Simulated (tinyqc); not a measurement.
Inside a calculation (part 2 of 2). Method: UKS/exchange-only LDA in the sto-6g basis, for H2O+, spin multiplicity 2. Computed by tinyqc, a small Python program that keeps every step (integrals from PySCF). Command: `OMP_NUM_THREADS=1 python tinyqc.py 22776 22777 out.jsonl` (the two numbers bound the seeds that draw the settings). One thread of a shared host (Intel(R) Xeon(R) Processor @ 2.60GHz), about 2 s of CPU time with the checks.

Geometry (angstrom):
```
atom         x          y         z
O     0.000000   0.000000  0.000000
H     0.000000   0.802000  0.629000
H     0.000000  -0.802000  0.629000
```

## Iteration 1: diagonalisation and new density

F(alpha) (hartree), order 1O 1s, 1O 2s, 1O 2px, 1O 2py, 1O 2pz, 2H 1s, 3H 1s:
```
[[-18.126898, -4.509569, 0.000000, 0.000000, -0.014422, -0.936536, -0.936536],
 [-4.509569, -1.907781, 0.000000, 0.000000, -0.209628, -0.766967, -0.766967],
 [0.000000, 0.000000, -0.200735, 0.000000, 0.000000, 0.000000, 0.000000],
 [0.000000, 0.000000, 0.000000, -0.251671, 0.000000, -0.299110, 0.299110],
 [-0.014422, -0.209628, 0.000000, 0.000000, -0.203523, -0.299213, -0.299213],
 [-0.936536, -0.766967, 0.000000, -0.299110, -0.299213, -0.691243, -0.313764],
 [-0.936536, -0.766967, 0.000000, 0.299110, -0.299213, -0.313764, -0.691243]]
```

F(beta) (hartree), order 1O 1s, 1O 2s, 1O 2px, 1O 2py, 1O 2pz, 2H 1s, 3H 1s:
```
[[-18.106411, -4.496092, 0.000000, 0.000000, -0.014546, -0.934039, -0.934039],
 [-4.496092, -1.836123, 0.000000, 0.000000, -0.211001, -0.747478, -0.747478],
 [0.000000, 0.000000, -0.060690, 0.000000, 0.000000, 0.000000, 0.000000],
 [0.000000, 0.000000, 0.000000, -0.213041, 0.000000, -0.292045, 0.292045],
 [-0.014546, -0.211001, 0.000000, 0.000000, -0.167431, -0.294058, -0.294058],
 [-0.934039, -0.747478, 0.000000, -0.292045, -0.294058, -0.675888, -0.307796],
 [-0.934039, -0.747478, 0.000000, 0.292045, -0.294058, -0.307796, -0.675888]]
```

X, order 1O 1s, 1O 2s, 1O 2px, 1O 2py, 1O 2pz, 2H 1s, 3H 1s:
```
[[1.022629, -0.135965, 0.000000, 0.000000, -0.008358, 0.018910, 0.018910],
 [-0.135965, 1.203252, 0.000000, 0.000000, 0.093556, -0.262314, -0.262314],
 [0.000000, 0.000000, 1.000000, 0.000000, 0.000000, 0.000000, 0.000000],
 [0.000000, 0.000000, 0.000000, 1.093353, 0.000000, -0.204327, 0.204327],
 [-0.008358, 0.093556, 0.000000, 0.000000, 1.047990, -0.134993, -0.134993],
 [0.018910, -0.262314, 0.000000, -0.204327, -0.134993, 1.171421, -0.076671],
 [0.018910, -0.262314, 0.000000, 0.204327, -0.134993, -0.076671, 1.171421]]
```

Diagonalise F' = X^T F X, C = X C', fill 5 alpha and 4 beta electrons from the bottom; D(s) = C_occ C_occ^T. Each column has its largest component positive (the first on a tie).

F' = X^T F X (alpha) (hartree):
```
[[-17.803116, -2.370998, 0.000000, 0.000000, -0.020418, -0.143741, -0.143741],
 [-2.370998, -0.944528, 0.000000, 0.000000, -0.067503, -0.303590, -0.303590],
 [0.000000, 0.000000, -0.200735, 0.000000, 0.000000, 0.000000, 0.000000],
 [0.000000, 0.000000, 0.000000, -0.065086, 0.000000, -0.280654, 0.280654],
 [-0.020418, -0.067503, 0.000000, 0.000000, -0.108082, -0.204600, -0.204600],
 [-0.143741, -0.303590, 0.000000, -0.280654, -0.204600, -0.375533, -0.071621],
 [-0.143741, -0.303590, 0.000000, 0.280654, -0.204600, -0.071621, -0.375533]]
```

orbital energies (alpha) (hartree): [-18.134116, -0.999861, -0.598978, -0.266844, -0.200735, 0.097942, 0.229981]

coefficients C (alpha), order 1O 1s, 1O 2s, 1O 2px, 1O 2py, 1O 2pz, 2H 1s, 3H 1s:
```
[[0.994626, -0.191682, 0.000000, -0.177017, 0.000000, -0.087652, 0.000000],
 [0.024875, 0.651203, 0.000000, 0.901174, 0.000000, 0.613085, 0.000000],
 [0.000000, 0.000000, 0.000000, 0.000000, 1.000000, 0.000000, 0.000000],
 [0.000000, 0.000000, 0.420410, 0.000000, 0.000000, 0.000000, 1.049845],
 [0.003686, 0.217229, 0.000000, -0.477476, 0.000000, 0.931862, 0.000000],
 [-0.006048, 0.277821, 0.586355, -0.454632, 0.000000, -0.634599, -0.690510],
 [-0.006048, 0.277821, -0.586355, -0.454632, 0.000000, -0.634599, 0.690510]]
```

F' = X^T F X (beta) (hartree):
```
[[-17.784108, -2.367993, 0.000000, 0.000000, -0.020251, -0.144338, -0.144338],
 [-2.367993, -0.866622, 0.000000, 0.000000, -0.066547, -0.302947, -0.302947],
 [0.000000, 0.000000, -0.060690, 0.000000, 0.000000, 0.000000, 0.000000],
 [0.000000, 0.000000, 0.000000, -0.024436, 0.000000, -0.281448, 0.281448],
 [-0.020251, -0.066547, 0.000000, 0.000000, -0.071215, -0.204730, -0.204730],
 [-0.144338, -0.302947, 0.000000, -0.281448, -0.204730, -0.364682, -0.071413],
 [-0.144338, -0.302947, 0.000000, 0.281448, -0.204730, -0.071413, -0.364682]]
```

orbital energies (beta) (hartree): [-18.113215, -0.953854, -0.578964, -0.219844, -0.060690, 0.128873, 0.261259]

coefficients C (beta), order 1O 1s, 1O 2s, 1O 2px, 1O 2py, 1O 2pz, 2H 1s, 3H 1s:
```
[[0.994797, -0.183443, 0.000000, -0.183296, 0.000000, -0.090397, 0.000000],
 [0.024110, 0.608862, 0.000000, 0.923855, 0.000000, 0.622790, 0.000000],
 [0.000000, 0.000000, 0.000000, 0.000000, 1.000000, 0.000000, 0.000000],
 [0.000000, 0.000000, 0.402800, 0.000000, 0.000000, 0.000000, 1.056727],
 [0.003601, 0.218722, 0.000000, -0.469170, 0.000000, 0.935724, 0.000000],
 [-0.005857, 0.304037, 0.597816, -0.444753, 0.000000, -0.629563, -0.680612],
 [-0.005857, 0.304037, -0.597816, -0.444753, 0.000000, -0.629563, 0.680612]]
```

D(alpha) after iteration 1, order 1O 1s, 1O 2s, 1O 2px, 1O 2py, 1O 2pz, 2H 1s, 3H 1s:
```
[[1.057358, -0.259606, 0.000000, 0.000000, 0.046549, 0.021208, 0.021208],
 [-0.259606, 1.236799, 0.000000, 0.000000, -0.288737, -0.228935, -0.228935],
 [0.000000, 0.000000, 1.000000, 0.000000, 0.000000, 0.000000, 0.000000],
 [0.000000, 0.000000, 0.000000, 0.176744, 0.000000, 0.246509, -0.246509],
 [0.046549, -0.288737, 0.000000, 0.000000, 0.275185, 0.277404, 0.277404],
 [0.021208, -0.228935, 0.000000, 0.246509, 0.277404, 0.627723, -0.059900],
 [0.021208, -0.228935, 0.000000, -0.246509, 0.277404, -0.059900, 0.627723]]
```

D(beta) after iteration 1, order 1O 1s, 1O 2s, 1O 2px, 1O 2py, 1O 2pz, 2H 1s, 3H 1s:
```
[[1.056869, -0.257046, 0.000000, 0.000000, 0.049456, 0.019922, 0.019922],
 [-0.257046, 1.224804, 0.000000, 0.000000, -0.300186, -0.225912, -0.225912],
 [0.000000, 0.000000, 0.000000, 0.000000, 0.000000, 0.000000, 0.000000],
 [0.000000, 0.000000, 0.000000, 0.162248, 0.000000, 0.240801, -0.240801],
 [0.049456, -0.300186, 0.000000, 0.000000, 0.267973, 0.275143, 0.275143],
 [0.019922, -0.225912, 0.000000, 0.240801, 0.275143, 0.647662, -0.067106],
 [0.019922, -0.225912, 0.000000, -0.240801, 0.275143, -0.067106, 0.647662]]
```

## Iteration 2: exchange-correlation on the grid

Becke grid with 10 radial and 14 angular points per atom, points of zero weight dropped. rho = sum D_ij phi_i phi_j; V_xc,ij = sum w v_xc phi_i phi_j; v_xc is d(rho eps)/d rho(s) for spin s.

The 16 grid points with the largest w rho, of 416 (bohr, atomic units):
```
x                  y          z         w  rho(alpha)  rho(beta)     eps_xc  v_xc(alpha)
-0.687448   0.687448  -0.687448  0.853812    0.123644   0.082512  -0.440173    -0.618099
-0.687448  -0.687448  -0.687448  0.853812    0.123644   0.082512  -0.440173    -0.618099
0.687448    0.687448  -0.687448  0.853812    0.123644   0.082512  -0.440173    -0.618099
0.687448   -0.687448  -0.687448  0.853812    0.123644   0.082512  -0.440173    -0.618099
0.000000    0.000000  -1.190694  0.760537    0.112081   0.112473  -0.448910    -0.598198
-1.190694   0.000000   0.000000  0.759772    0.166714   0.043944  -0.473802    -0.682849
1.190694    0.000000   0.000000  0.759772    0.166714   0.043944  -0.473802    -0.682849
0.687448   -0.687448   0.687448  0.620609    0.124340   0.081528  -0.440303    -0.619256
0.687448    0.687448   0.687448  0.620609    0.124340   0.081528  -0.440303    -0.619256
-0.687448  -0.687448   0.687448  0.620609    0.124340   0.081528  -0.440303    -0.619256
-0.687448   0.687448   0.687448  0.620609    0.124340   0.081528  -0.440303    -0.619256
-0.382923   0.382923  -0.382923  0.175862    0.404761   0.267524  -0.653013    -0.917769
-0.382923  -0.382923  -0.382923  0.175862    0.404761   0.267524  -0.653013    -0.917769
0.382923    0.382923  -0.382923  0.175862    0.404761   0.267524  -0.653013    -0.917769
0.382923   -0.382923  -0.382923  0.175862    0.404761   0.267524  -0.653013    -0.917769
0.000000    0.000000  -0.663242  0.156331    0.364235   0.365354  -0.664882    -0.886056
```

electrons on the grid, sum of w rho = 9.009413

E_xc = sum of w rho eps_xc = -7.33499402 hartree

V_xc(alpha) (hartree), order 1O 1s, 1O 2s, 1O 2px, 1O 2py, 1O 2pz, 2H 1s, 3H 1s:
```
[[-2.815077, -0.341360, 0.000000, 0.000000, 0.003679, -0.078615, -0.078615],
 [-0.341360, -0.697129, 0.000000, 0.000000, 0.001790, -0.250455, -0.250455],
 [0.000000, 0.000000, -0.719601, 0.000000, 0.000000, 0.000000, 0.000000],
 [0.000000, 0.000000, 0.000000, -0.686433, 0.000000, -0.158603, 0.158603],
 [0.003679, 0.001790, 0.000000, 0.000000, -0.685404, -0.126652, -0.126652],
 [-0.078615, -0.250455, 0.000000, -0.158603, -0.126652, -0.457000, -0.098491],
 [-0.078615, -0.250455, 0.000000, 0.158603, -0.126652, -0.098491, -0.457000]]
```

V_xc(beta) (hartree), order 1O 1s, 1O 2s, 1O 2px, 1O 2py, 1O 2pz, 2H 1s, 3H 1s:
```
[[-2.791965, -0.325020, 0.000000, 0.000000, 0.004575, -0.075502, -0.075502],
 [-0.325020, -0.609198, 0.000000, 0.000000, 0.004146, -0.228182, -0.228182],
 [0.000000, 0.000000, -0.561993, 0.000000, 0.000000, 0.000000, 0.000000],
 [0.000000, 0.000000, 0.000000, -0.631835, 0.000000, -0.151098, 0.151098],
 [0.004575, 0.004146, 0.000000, 0.000000, -0.634068, -0.120838, -0.120838],
 [-0.075502, -0.228182, 0.000000, -0.151098, -0.120838, -0.449268, -0.093082],
 [-0.075502, -0.228182, 0.000000, 0.151098, -0.120838, -0.093082, -0.449268]]
```

## Iteration 2: building the Kohn-Sham matrix

core Hamiltonian H = T + V (hartree), order 1O 1s, 1O 2s, 1O 2px, 1O 2py, 1O 2pz, 2H 1s, 3H 1s:
```
[[-32.969497, -7.287322, 0.000000, 0.000000, -0.017878, -1.526021, -1.526021],
 [-7.287322, -9.186558, 0.000000, 0.000000, -0.202921, -3.357268, -3.357268],
 [0.000000, 0.000000, -7.424960, 0.000000, 0.000000, 0.000000, 0.000000],
 [0.000000, 0.000000, 0.000000, -7.559623, 0.000000, -1.864514, 1.864514],
 [-0.017878, -0.202921, 0.000000, 0.000000, -7.507792, -1.523977, -1.523977],
 [-1.526021, -3.357268, 0.000000, -1.864514, -1.523977, -4.835086, -1.359772],
 [-1.526021, -3.357268, 0.000000, 1.864514, -1.523977, -1.359772, -4.835086]]
```

nuclear repulsion = 8.63694021 hartree

Given earlier and not repeated: Two-electron integrals (ij|kl) in chemists' order.

J_ij = sum D_kl (ij|kl) with D = D(alpha) + D(beta); F = H + J + V_xc; E = tr D H + tr D J / 2 + E_xc + E_nn.

Coulomb J (hartree), order 1O 1s, 1O 2s, 1O 2px, 1O 2py, 1O 2pz, 2H 1s, 3H 1s:
```
[[15.648681, 2.702531, 0.000000, 0.000000, -0.002243, 0.581161, 0.581161],
 [2.702531, 6.990592, 0.000000, 0.000000, 0.103991, 2.593411, 2.593411],
 [0.000000, 0.000000, 6.956255, 0.000000, 0.000000, 0.000000, 0.000000],
 [0.000000, 0.000000, 0.000000, 7.018518, 0.000000, 1.607186, -1.607186],
 [-0.002243, 0.103991, 0.000000, 0.000000, 6.997004, 1.300811, 1.300811],
 [0.581161, 2.593411, 0.000000, 1.607186, 1.300811, 4.535805, 1.089690],
 [0.581161, 2.593411, 0.000000, -1.607186, 1.300811, 1.089690, 4.535805]]
```

F(alpha) (hartree), order 1O 1s, 1O 2s, 1O 2px, 1O 2py, 1O 2pz, 2H 1s, 3H 1s:
```
[[-20.135893, -4.926151, 0.000000, 0.000000, -0.016443, -1.023476, -1.023476],
 [-4.926151, -2.893095, 0.000000, 0.000000, -0.097140, -1.014312, -1.014312],
 [0.000000, 0.000000, -1.188306, 0.000000, 0.000000, 0.000000, 0.000000],
 [0.000000, 0.000000, 0.000000, -1.227538, 0.000000, -0.415931, 0.415931],
 [-0.016443, -0.097140, 0.000000, 0.000000, -1.196192, -0.349818, -0.349818],
 [-1.023476, -1.014312, 0.000000, -0.415931, -0.349818, -0.756281, -0.368573],
 [-1.023476, -1.014312, 0.000000, 0.415931, -0.349818, -0.368573, -0.756281]]
```

F(beta) (hartree), order 1O 1s, 1O 2s, 1O 2px, 1O 2py, 1O 2pz, 2H 1s, 3H 1s:
```
[[-20.112781, -4.909811, 0.000000, 0.000000, -0.015546, -1.020362, -1.020362],
 [-4.909811, -2.805164, 0.000000, 0.000000, -0.094784, -0.992038, -0.992038],
 [0.000000, 0.000000, -1.030698, 0.000000, 0.000000, 0.000000, 0.000000],
 [0.000000, 0.000000, 0.000000, -1.172940, 0.000000, -0.408426, 0.408426],
 [-0.015546, -0.094784, 0.000000, 0.000000, -1.144857, -0.344005, -0.344005],
 [-1.020362, -0.992038, 0.000000, -0.408426, -0.344005, -0.748549, -0.363164],
 [-1.020362, -0.992038, 0.000000, 0.408426, -0.344005, -0.363164, -0.748549]]
```

total energy of this density = -73.85427581 hartree

## Iteration 2: diagonalisation and new density

As before.

F' = X^T F X (alpha) (hartree):
```
[[-19.810446, -2.433765, 0.000000, 0.000000, -0.028062, -0.163324, -0.163324],
 [-2.433765, -1.966876, 0.000000, 0.000000, -0.015886, -0.340707, -0.340707],
 [0.000000, 0.000000, -1.188306, 0.000000, 0.000000, 0.000000, 0.000000],
 [0.000000, 0.000000, 0.000000, -1.128119, 0.000000, -0.229205, 0.229205],
 [-0.028062, -0.015886, 0.000000, 0.000000, -1.147962, -0.157507, -0.157507],
 [-0.163324, -0.340707, 0.000000, -0.229205, -0.157507, -0.357555, -0.075392],
 [-0.163324, -0.340707, 0.000000, 0.229205, -0.157507, -0.075392, -0.357555]]
```

orbital energies (alpha) (hartree): [-20.140856, -1.798290, -1.238039, -1.188306, -1.184709, -0.234376, -0.172243]

coefficients C (alpha), order 1O 1s, 1O 2s, 1O 2px, 1O 2py, 1O 2pz, 2H 1s, 3H 1s:
```
[[0.995699, -0.251072, 0.000000, 0.000000, 0.044381, 0.092827, 0.000000],
 [0.020059, 1.024513, 0.000000, 0.000000, -0.205788, -0.721314, 0.000000],
 [0.000000, 0.000000, 0.000000, 1.000000, 0.000000, 0.000000, 0.000000],
 [0.000000, 0.000000, 0.942639, 0.000000, 0.000000, 0.000000, -0.624780],
 [0.003162, 0.160568, 0.000000, 0.000000, 0.962195, -0.438110, 0.000000],
 [-0.004887, -0.010478, 0.089918, 0.000000, 0.051990, 0.826916, 0.901405],
 [-0.004887, -0.010478, -0.089918, 0.000000, 0.051990, 0.826916, -0.901405]]
```

F' = X^T F X (beta) (hartree):
```
[[-19.789183, -2.430133, 0.000000, 0.000000, -0.027411, -0.164043, -0.164043],
 [-2.430133, -1.869969, 0.000000, 0.000000, -0.009051, -0.339492, -0.339492],
 [0.000000, 0.000000, -1.030698, 0.000000, 0.000000, 0.000000, 0.000000],
 [0.000000, 0.000000, 0.000000, -1.069363, 0.000000, -0.231127, 0.231127],
 [-0.027411, -0.009051, 0.000000, 0.000000, -1.094311, -0.158771, -0.158771],
 [-0.164043, -0.339492, 0.000000, -0.231127, -0.158771, -0.356807, -0.075166],
 [-0.164043, -0.339492, 0.000000, 0.231127, -0.158771, -0.075166, -0.356807]]
```

orbital energies (beta) (hartree): [-20.117327, -1.712428, -1.187328, -1.134311, -1.030698, -0.221370, -0.163676]

coefficients C (beta), order 1O 1s, 1O 2s, 1O 2px, 1O 2py, 1O 2pz, 2H 1s, 3H 1s:
```
[[0.995897, -0.248229, 0.000000, 0.047500, 0.000000, 0.096722, 0.000000],
 [0.019156, 1.009064, 0.000000, -0.222318, 0.000000, -0.738017, 0.000000],
 [0.000000, 0.000000, 0.000000, 0.000000, 1.000000, 0.000000, 0.000000],
 [0.000000, 0.000000, 0.930333, 0.000000, 0.000000, 0.000000, -0.642962],
 [0.003000, 0.160813, 0.000000, 0.956194, 0.000000, -0.450972, 0.000000],
 [-0.004655, 0.005385, 0.107400, 0.060522, 0.000000, 0.826386, 0.899490],
 [-0.004655, 0.005385, -0.107400, 0.060522, 0.000000, 0.826386, -0.899490]]
```

D(alpha) after iteration 2, order 1O 1s, 1O 2s, 1O 2px, 1O 2py, 1O 2pz, 2H 1s, 3H 1s:
```
[[1.056424, -0.246387, 0.000000, 0.000000, 0.005538, 0.000072, 0.000072],
 [-0.246387, 1.092378, 0.000000, 0.000000, -0.033441, -0.021531, -0.021531],
 [0.000000, 0.000000, 1.000000, 0.000000, 0.000000, 0.000000, 0.000000],
 [0.000000, 0.000000, 0.000000, 0.888569, 0.000000, 0.084760, -0.084760],
 [0.005538, -0.033441, 0.000000, 0.000000, 0.951612, 0.048326, 0.048326],
 [0.000072, -0.021531, 0.000000, 0.084760, 0.048326, 0.010922, -0.005249],
 [0.000072, -0.021531, 0.000000, -0.084760, 0.048326, -0.005249, 0.010922]]
```

D(beta) after iteration 2, order 1O 1s, 1O 2s, 1O 2px, 1O 2py, 1O 2pz, 2H 1s, 3H 1s:
```
[[1.055686, -0.241962, 0.000000, 0.000000, 0.008488, -0.003097, -0.003097],
 [-0.241962, 1.068002, 0.000000, 0.000000, -0.050251, -0.008111, -0.008111],
 [0.000000, 0.000000, 0.000000, 0.000000, 0.000000, 0.000000, 0.000000],
 [0.000000, 0.000000, 0.000000, 0.865519, 0.000000, 0.099918, -0.099918],
 [0.008488, -0.050251, 0.000000, 0.000000, 0.940177, 0.058723, 0.058723],
 [-0.003097, -0.008111, 0.000000, 0.099918, 0.058723, 0.015248, -0.007821],
 [-0.003097, -0.008111, 0.000000, -0.099918, 0.058723, -0.007821, 0.015248]]
```

## Convergence

Stop when the energy changes by less than 1e-08 hartree and every element of the error matrix X^T (F D S - S D F) X (for each spin) is below 3e-05.

Course of the cycle:
```
iteration   E (hartree)     change  largest element of the error matrix
1          -73.34213486          -                             2.90e-01
2          -73.85427581  -5.12e-01                             3.52e-01
3          -74.18992219  -3.36e-01                             2.37e-01
4          -74.20259687  -1.27e-02                             2.60e-01
5          -74.32330237  -1.21e-01                             1.97e-01
6          -74.31500341   8.30e-03                             2.16e-01
7          -74.38107790  -6.61e-02                             1.73e-01
8          -74.37086685   1.02e-02                             1.89e-01
9          -74.41389738  -4.30e-02                             1.57e-01
10         -74.40431483   9.58e-03                             1.71e-01
11         -74.43518230  -3.09e-02                             1.44e-01
12         -74.42658998   8.59e-03                             1.57e-01
13         -74.45014557  -2.36e-02                             1.35e-01
14         -74.44248898   7.66e-03                             1.46e-01
...                 ...        ...                                  ...
51         -74.51404590  -3.24e-03                             7.87e-02
52         -74.51181293   2.23e-03                             8.33e-02
53         -74.51489703  -3.08e-03                             7.76e-02
54         -74.51274049   2.16e-03                             8.21e-02
55         -74.51568603  -2.95e-03                             7.66e-02
56         -74.51360008   2.09e-03                             8.10e-02
57         -74.51641933  -2.82e-03                             7.57e-02
58         -74.51439874   2.02e-03                             7.99e-02
59         -74.51710250  -2.70e-03                             7.48e-02
60         -74.51514257   1.96e-03                             7.90e-02
61         -74.51774038  -2.60e-03                             7.39e-02
62         -74.51583688   1.90e-03                             7.80e-02
63         -74.51833723  -2.50e-03                             7.31e-02
64         -74.51648632   1.85e-03                             7.71e-02
```

PySCF UKS in the same basis, fine grid, after a stability check = -74.50343848 hartree

Not converged within the cap of 64 iterations: the residual wanders without falling. Reruns (cap 100 unless said): DIIS 8: converged in 7; damping 0.5: converged in 28; level shift 0.5: converged in 13; atomic densities as start, DIIS 8: converged in 8; the original settings with a cap of 400: not converged.
